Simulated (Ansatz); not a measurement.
# How the TA phonon frequency at L of rock-salt HfC moves with the method

No measured value is used here.

```csv
level (code),value (cm⁻¹),cell (Å³/atom)
LDA (Ansatz),[?],11.95
BLYP (Ansatz),117,12.98
PBE (Ansatz),130,12.58
PBEsol (Ansatz),138,12.22
revPBE (Ansatz),127,12.74
RPBE (Ansatz),126,12.80
PBE-D3(BJ) (Ansatz),[?],12.32
r²SCAN (Ansatz),131,12.49
r²SCAN+SOC (Ansatz),131,12.46
r²SCAN+rVV10 (Ansatz),[?],12.41
```

Q: What belongs in the gaps?

A: 
- LDA (Ansatz, an electronic-structure program), value (cm⁻¹): 141
- PBE-D3(BJ) (Ansatz), value (cm⁻¹): 136
- r²SCAN+rVV10 (Ansatz), value (cm⁻¹): 133

Density-functional levels without +SOC have no spin–orbit coupling. PBE-D3(BJ): the dispersion coefficients are held fixed in the derivatives. Each level is taken at its own relaxed cell. Cutoffs differ between the levels. Ansatz's density-functional and Hartree–Fock values are scalar-relativistic unless marked +SOC, with PAW data made under PBE.
